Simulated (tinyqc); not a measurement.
Geometry optimisation on the RHF/sto-3g surface (energies and gradients from PySCF), for HF, spin multiplicity 1, step by step. One step of it, computed by the program tinyqc.

Question. Step 1: move. Quasi-Newton step p = -H^(-1) g (first H = 1 times the unit matrix); steps longer than 0.1 bohr are cut back.

positions at the start (bohr):
```
           x         y         z
1F  0.000000  0.000000  0.000000
2H  0.000000  0.000000  1.797130
```

gradient (hartree/bohr):
```
             x           y            z
1F  0.00000000  0.00000000   0.00619705
2H  0.00000000  0.00000000  -0.00619705
```

Give: positions after step 1.

Answer.

positions after step 1 (bohr):
```
        x      y       z
1F  0.000  0.000  -0.006
2H  0.000  0.000   1.803
```
